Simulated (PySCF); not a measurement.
## Computed NMR parameters against published values

Numbering as in the mapped SMILES `[CH3:1][CH2:2][CH2:3][OH:4]`; H(Xn) means a hydrogen on atom n.

Calculated, not measured (PySCF 2.14): B3LYP/pcJ-1 coupling constants (without the spin–dipole term), geometry: PBE0-D3(BJ)/def2-SVP, NMR shieldings at PBE0/pcSseg-1/GIAO. Fast rotation and ring inversion assumed for equivalent nuclei, non-relativistic, no solvent, single conformer.

Reference values: measured (liquid, neat; K. Matsuzaki, S. Hayashi, W. Nakanishi, RSC Adv. 2024, ESI (observed values from its refs S1-S5)).
| atoms | quantity | reference | computed | computed, scaled |
| --- | --- | --- | --- | --- |
| O4 | δ ¹⁷O vs H2O | 0.0 | – | 5.2 |

Reference values: measured (liquid, neat, 295 K; 17O NMR survey of organic solvents and oxofluorinated compounds, PMC5915748).
| atoms | quantity | reference | computed | computed, scaled |
| --- | --- | --- | --- | --- |
| O4 | δ ¹⁷O vs D2O (external) | 3.0 | – | 5.2 |

Reference values: measured (solution, not stated per compound (mostly CDCl3 or CCl4); Pretsch, Buehlmann, Badertscher, Structure Determination of Organic Compounds, 4th ed. (2009)).
```
atoms  quantity  reference  computed  computed, scaled
   C3     δ ¹³C       64.2      68.1              65.2
   C2     δ ¹³C       25.9      31.2              29.5
   C1     δ ¹³C       10.3      10.9               9.9
H(C3)      δ ¹H       3.59      3.44              3.47
H(C2)      δ ¹H       1.59      1.34              1.47
H(C1)      δ ¹H       0.94      0.86              1.02
```

Computed shifts are σ(ref) − σ with the named reference compound (TMS for H and C) calculated as an isolated molecule at the same level. The measured values may be among those fitted. Scaled to experiment by linear calibration (H and C: mostly CDCl3 data, vs TMS): ¹³C: δ = 177.62 − 0.967σ (rms 1.9 ppm, 903 shifts, 2.3 ppm with the 23 outliers that the fit left out); ¹H: δ = 29.91 − 0.950σ (rms 0.21 ppm, 511 shifts, 0.22 ppm with the 3 outliers that the fit left out); ¹⁷O: δ = 263.91 − 0.892σ (rms 13.5 ppm, 141 shifts, 14.3 ppm with the 1 outlier that the fit left out vs liquid water, solution or neat liquid). Occasional misses reach two or three times the rms, and more in compound classes unlike the fitted ones. H not on carbon is unscaled (vs computed TMS).

Coupling constants in Hz:
| coupling | reference | computed | source |
| --- | --- | --- | --- |
| ³J(H(C3),H(C2)) | 6.6 | 8.0 | measured; liquid or solution (compiled); DeVience et al., arXiv:2103.01289 (literature column, mostly SDBS) |
| ³J(H(C2),H(C1)) | 7.6 | 8.4 | measured; liquid or solution (compiled); DeVience et al., arXiv:2103.01289 (literature column, mostly SDBS) |
| ¹J(C3,C2) | 37.8 | 37.1 | measured; liquid or solution; F. J. Weigert, PhD thesis, Caltech 1968 (Carbon-13 magnetic resonance spectroscopy) |
| ¹J(C2,C1) | 34.2 | 36.3 | measured; liquid or solution; F. J. Weigert, PhD thesis, Caltech 1968 (Carbon-13 magnetic resonance spectroscopy) |

(1) How far are the unscaled ¹³C shifts from the references?

(2) How far are the unscaled ¹H shifts from the references?

Results:

(1) Mean signed difference +3.27 ppm, mean absolute 3.27 ppm over 3 comparisons; the largest is +5.3 ppm at C2 (sp3 CH2).

(2) Mean signed difference -0.16 ppm, mean absolute 0.16 ppm over 3 comparisons; the largest is -0.25 ppm at H(C2) (hydrogen on an sp3 CH2).

12 of the 18 published NMR values on file for this molecule are compared.

Unscaled 3J(H,H) at this level run about 10 % above measured values. Chain 3J(H,H) values assume equally populated staggered rotamers: (2 J gauche + J anti)/3.
